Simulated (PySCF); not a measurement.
methanethiol (CH4S), SMILES CS. Heavy atoms are numbered as in [CH3:1][SH:2]. Hydrogens are named by the atom that carries them.

Geometry optimised at B3LYP-D3(BJ)/def2-TZVP.

Computed with PBE/pcSseg-2 (PySCF).

GIAO shieldings, no solvent; atoms alike by connectivity are averaged. δ = σ(ref) − σ: ¹³C against TMS (σ = 181.4 ppm); ³³S against H2S (σ = 705.0 ppm); ¹H against TMS (σ = 31.47 ppm), references at their B3LYP-D3(BJ)/def2-TZVP geometries, non-relativistic.

```csv
nucleus,atoms,count,δ (ppm)
¹³C,C1 (CH3),1,12.4
³³S,S2 (SH),1,93.3
¹H,H on C1,3,2.06
¹H,H on S2,1,1.52
```
